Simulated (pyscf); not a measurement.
This saddle point was located with ωB97X-D3(BJ)/def2-SVP in PySCF.

```
Al
F 1 1.8806
H 2 1.1631 1 75.09
F 3 1.1627 2 139.03 1 0.00
C 1 1.9422 2 110.66 3 105.38
H 5 1.1025 1 111.87 2 -37.10
H 5 1.1036 6 107.47 1 -122.77
H 5 1.1037 6 107.44 7 -114.60
C 1 1.9422 2 110.44 3 -105.64
H 9 1.1025 1 111.85 2 44.00
H 9 1.1035 10 107.51 1 -122.96
H 9 1.1038 10 107.39 11 -114.60
```
Charge 0, spin multiplicity 1.

Surface: singlet, charge 0. Lowest wavenumbers (cm⁻¹): 432i, 55, 65, 139, 155.

Problem. Name the species on either side of this saddle.

Solution. H₃C–Al(CH₃)–F (SMILES [CH3][Al]([CH3])[F]) + HF (SMILES F) <-> H₃C–Al(CH₃)–F (SMILES [CH3][Al]([CH3])[F]) + HF (SMILES F), a four-centre exchange read from left to right: Al–F, F–H broken and Al–F, F–H formed. At ωB97M-D3(BJ)/def2-TZVP it lies -10.3 kcal/mol from the left side and -10.3 kcal/mol from the right (each side as separated species at their lowest minima found). On the reactant side the descent ends in an adduct with a Al–F contact, 13.3 kcal/mol under the separated species and 2.6 kcal/mol under the saddle at ωB97X-D3(BJ)/def2-TZVP. On the product side the descent ends in an adduct with a Al–F contact, 13.3 kcal/mol under the separated species and 2.6 kcal/mol under the saddle at ωB97X-D3(BJ)/def2-TZVP. At ωB97M-D3(BJ) the saddle lies under the separated reactants, which points to a path from their complex (located at ωB97X-D3(BJ) alone). At ωB97M-D3(BJ) the saddle lies under the separated products, which points to a path from their complex (located at ωB97X-D3(BJ) alone). What is counted as formed (Al–F) is already present as a longer contact in the reactant adduct; forming that adduct is a step of its own. What is counted as broken (Al–F) persists as a longer contact in the product adduct; parting that adduct is a step of its own. This is the saddle that the search found; another between the same sides may lie lower.
